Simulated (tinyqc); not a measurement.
Worked calculation: Pariser-Parr-Pople SCF with singles CI, for the molecule C=CC=C[CH2+] (SMILES; centres numbered as the heavy atoms are written). Computed by tinyqc, a small Python program that keeps every step. Settings: charge = 1, gamma = MN, start = huckel, damping = 0.3, iteration cap = 83, excitations kept = 6. Command: `OMP_NUM_THREADS=1 python tinyqc.py 27388 27389 out.jsonl` (the two numbers bound the seeds that draw the settings). One thread of a shared host (Intel(R) Xeon(R) Processor @ 2.60GHz), about 0.01 s of CPU time with the checks. Later iterations appear only in the table of the cycle.

## PPP integrals

Centres (angstrom, eV; a flat drawing with bonds scaled to 1.40 angstrom):
```
centre         x         y  core charge z         W  gamma_rr
1C      -2.42500  -0.28000              1  12.63000  11.20000
2C      -1.21200   0.42000              1  12.63000  11.20000
3C       0.00000  -0.28000              1  12.63000  11.20000
4C       1.21200   0.42000              1  12.63000  11.20000
5C       2.42500  -0.28000              1  12.63000  11.20000
```

Resonance integrals (eV):
```
i  j      beta
1  2  -2.39000
2  3  -2.39000
3  4  -2.39000
4  5  -2.39000
```

Mataga-Nishimoto: gamma = 14.399645/(R + a), a = 2 x 14.399645/(gamma_rr + gamma_ss); H_rr = -W_r - sum_(s != r) z_s gamma_rs; H_rs = beta for bonds.

repulsion gamma_rs (eV), order 1C, 2C, 3C, 4C, 5C:
$$\begin{pmatrix}
11.20000 & 5.36066 & 3.88059 & 2.88603 & 2.34687 \\
5.36066 & 11.20000 & 5.36239 & 3.88164 & 2.88603 \\
3.88059 & 5.36239 & 11.20000 & 5.36239 & 3.88059 \\
2.88603 & 3.88164 & 5.36239 & 11.20000 & 5.36066 \\
2.34687 & 2.88603 & 3.88059 & 5.36066 & 11.20000
\end{pmatrix}$$

core matrix H (eV), order 1C, 2C, 3C, 4C, 5C:
$$\begin{pmatrix}
-27.10415 & -2.39000 & 0.00000 & 0.00000 & 0.00000 \\
-2.39000 & -30.12071 & -2.39000 & 0.00000 & 0.00000 \\
0.00000 & -2.39000 & -31.11596 & -2.39000 & 0.00000 \\
0.00000 & 0.00000 & -2.39000 & -30.12071 & -2.39000 \\
0.00000 & 0.00000 & 0.00000 & -2.39000 & -27.10415
\end{pmatrix}$$

## Starting guess

pi electrons, sum of z_r less the charge = 4

Orbitals of the Hueckel matrix of the beta values.

P at the start, order 1C, 2C, 3C, 4C, 5C:
$$\begin{pmatrix}
0.66667 & 0.78868 & 0.33333 & -0.21132 & -0.33333 \\
0.78868 & 1.00000 & 0.57735 & 0.00000 & -0.21132 \\
0.33333 & 0.57735 & 0.66667 & 0.57735 & 0.33333 \\
-0.21132 & 0.00000 & 0.57735 & 1.00000 & 0.78868 \\
-0.33333 & -0.21132 & 0.33333 & 0.78868 & 0.66667
\end{pmatrix}$$

## Iteration 1: Fock matrix

F_rr = H_rr + P_rr gamma_rr / 2 + sum_(s != r) P_ss gamma_rs; F_rs = H_rs - P_rs gamma_rs / 2; E = tr P (H + F) / 2 + core repulsion sum_(r<s) z_r z_s gamma_rs.

F (eV), order 1C, 2C, 3C, 4C, 5C:
$$\begin{pmatrix}
-10.97249 & -4.50391 & -0.64677 & 0.30494 & 0.39114 \\
-4.50391 & -11.56636 & -3.93799 & 0.00000 & 0.30494 \\
-0.64677 & -3.93799 & -11.48373 & -3.93799 & -0.64677 \\
0.30494 & 0.00000 & -3.93799 & -11.56636 & -4.50391 \\
0.39114 & 0.30494 & -0.64677 & -4.50391 & -10.97249
\end{pmatrix}$$

pi energy = -58.93503 eV

## Iteration 1: orbitals and new P

Diagonalise F (the basis is taken as orthonormal) and form P = 2 sum c c over the lowest orbitals; 0.3 of the old P is kept.

orbital energies (eV): [-18.78183, -16.27492, -10.03015, -6.65507, -4.81944]

P after iteration 1, order 1C, 2C, 3C, 4C, 5C:
$$\begin{pmatrix}
0.66661 & 0.79125 & 0.34292 & -0.20859 & -0.31864 \\
0.79125 & 0.99543 & 0.57431 & -0.01932 & -0.20859 \\
0.34292 & 0.57431 & 0.67592 & 0.57431 & 0.34292 \\
-0.20859 & -0.01932 & 0.57431 & 0.99543 & 0.79125 \\
-0.31864 & -0.20859 & 0.34292 & 0.79125 & 0.66661
\end{pmatrix}$$

## Iteration 2: Fock matrix

As before.

F (eV), order 1C, 2C, 3C, 4C, 5C:
$$\begin{pmatrix}
-10.97472 & -4.51082 & -0.66536 & 0.30100 & 0.37390 \\
-4.51082 & -11.56054 & -3.92984 & 0.03750 & 0.30100 \\
-0.66536 & -3.92984 & -11.48137 & -3.92984 & -0.66536 \\
0.30100 & 0.03750 & -3.92984 & -11.56054 & -4.51082 \\
0.37390 & 0.30100 & -0.66536 & -4.51082 & -10.97472
\end{pmatrix}$$

pi energy = -58.94434 eV

## Iteration 2: orbitals and new P

As before.

orbital energies (eV): [-18.77364, -16.28677, -10.01701, -6.65989, -4.81458]

P after iteration 2, order 1C, 2C, 3C, 4C, 5C:
$$\begin{pmatrix}
0.66682 & 0.79301 & 0.34761 & -0.20671 & -0.31061 \\
0.79301 & 0.99393 & 0.57223 & -0.02863 & -0.20671 \\
0.34761 & 0.57223 & 0.67850 & 0.57223 & 0.34761 \\
-0.20671 & -0.02863 & 0.57223 & 0.99393 & 0.79301 \\
-0.31061 & -0.20671 & 0.34761 & 0.79301 & 0.66682
\end{pmatrix}$$

## Iteration 3: Fock matrix

As before.

F (eV), order 1C, 2C, 3C, 4C, 5C:
$$\begin{pmatrix}
-10.97541 & -4.51553 & -0.67447 & 0.29828 & 0.36449 \\
-4.51553 & -11.55920 & -3.92427 & 0.05557 & 0.29828 \\
-0.67447 & -3.92427 & -11.48138 & -3.92427 & -0.67447 \\
0.29828 & 0.05557 & -3.92427 & -11.55920 & -4.51553 \\
0.36449 & 0.29828 & -0.67447 & -4.51553 & -10.97541
\end{pmatrix}$$

pi energy = -58.94826 eV

## Iteration 3: orbitals and new P

As before.

orbital energies (eV): [-18.77056, -16.29311, -10.01145, -6.66156, -4.81392]

P after iteration 3, order 1C, 2C, 3C, 4C, 5C:
$$\begin{pmatrix}
0.66701 & 0.79409 & 0.34994 & -0.20554 & -0.30625 \\
0.79409 & 0.99353 & 0.57095 & -0.03322 & -0.20554 \\
0.34994 & 0.57095 & 0.67893 & 0.57095 & 0.34994 \\
-0.20554 & -0.03322 & 0.57095 & 0.99353 & 0.79409 \\
-0.30625 & -0.20554 & 0.34994 & 0.79409 & 0.66701
\end{pmatrix}$$

## Convergence

Stop when output and input P, before any damping, agree to 1e-7.

Course of the cycle:
```
iteration       E (eV)  largest |P(out) - P(in)|
1          -58.9350323                  2.76e-02
2          -58.9443437                  1.33e-02
3          -58.9482598                  6.55e-03
4          -58.9497361                  3.39e-03
5          -58.9502620                  1.83e-03
6          -58.9504431                  9.88e-04
7          -58.9505039                  5.32e-04
8          -58.9505241                  2.86e-04
9          -58.9505307                  1.54e-04
10         -58.9505328                  8.24e-05
11         -58.9505335                  4.42e-05
12         -58.9505337                  2.37e-05
13         -58.9505337                  1.27e-05
14         -58.9505338                  6.79e-06
15         -58.9505338                  3.64e-06
16         -58.9505338                  1.95e-06
17         -58.9505338                  1.04e-06
18         -58.9505338                  5.58e-07
19         -58.9505338                  2.98e-07
20         -58.9505338                  1.60e-07
21         -58.9505338                  8.55e-08
```

Converged in 21 iterations.

## Converged orbitals

Charges are z - P_rr.

orbital energies (eV): [-18.76847, -16.30024, -10.00721, -6.66217, -4.81558]

coefficients, order 1C, 2C, 3C, 4C, 5C:
$$\begin{pmatrix}
0.30256 & 0.49203 & -0.55964 & 0.50785 & 0.30865 \\
0.48881 & 0.50785 & -0.01736 & -0.49203 & -0.51065 \\
0.58228 & 0.00000 & 0.61074 & 0.00000 & 0.53661 \\
0.48881 & -0.50785 & -0.01736 & 0.49203 & -0.51065 \\
0.30256 & -0.49203 & -0.55964 & -0.50785 & 0.30865
\end{pmatrix}$$

pi charges: 1C 0.33273, 2C 0.00632, 3C 0.32190, 4C 0.00632, 5C 0.33273

## Singles CI, singlets

Over the 6 single excitations with the smallest orbital gaps: A = (e_a - e_i) delta + 2 (ia|jb) - (ij|ab), with (pq|rs) = sum c_mp c_mq gamma_mn c_nr c_ns. f = 2/3 w |mu|^2 in atomic units, mu = sqrt2 sum c_ia sum_m c_mi c_ma R_m.

singlet CI matrix (eV), order 2>3, 1>3, 2>4, 2>5, 1>4, 1>5:
$$\begin{pmatrix}
3.90572 & 0.00000 & 0.00000 & -0.47922 & 0.26691 & 0.00000 \\
0.00000 & 5.77183 & -0.30472 & 0.00000 & 0.00000 & -0.00165 \\
0.00000 & -0.30472 & 7.03010 & 0.00000 & 0.00000 & 0.03339 \\
-0.47922 & 0.00000 & 0.00000 & 8.05308 & 0.19241 & 0.00000 \\
0.26691 & 0.00000 & 0.00000 & 0.19241 & 8.57878 & 0.00000 \\
0.00000 & -0.00165 & 0.03339 & 0.00000 & 0.00000 & 10.27373
\end{pmatrix}$$

singlet excitation energies (eV): [3.83369, 5.70191, 7.09967, 8.05966, 8.64424, 10.27407]

oscillator strengths: [1.20930, 0.00797, 0.13914, 0.07437, 0.03564, 0.22409]

## Singles CI, triplets

Over the 6 single excitations with the smallest orbital gaps: A = (e_a - e_i) delta - (ij|ab), with (pq|rs) = sum c_mp c_mq gamma_mn c_nr c_ns.

triplet CI matrix (eV), order 2>3, 1>3, 2>4, 2>5, 1>4, 1>5:
$$\begin{pmatrix}
1.17033 & 0.00000 & 0.00000 & 0.24107 & 1.06099 & 0.00000 \\
0.00000 & 3.28507 & 1.06099 & 0.00000 & 0.00000 & -0.86304 \\
0.00000 & 1.06099 & 3.99935 & 0.00000 & 0.00000 & -1.70377 \\
0.24107 & 0.00000 & 0.00000 & 6.04732 & -1.70377 & 0.00000 \\
1.06099 & 0.00000 & 0.00000 & -1.70377 & 6.78102 & 0.00000 \\
0.00000 & -0.86304 & -1.70377 & 0.00000 & 0.00000 & 7.83342
\end{pmatrix}$$

triplet excitation energies (eV): [0.91347, 2.49983, 3.87595, 4.86187, 8.22332, 8.74206]
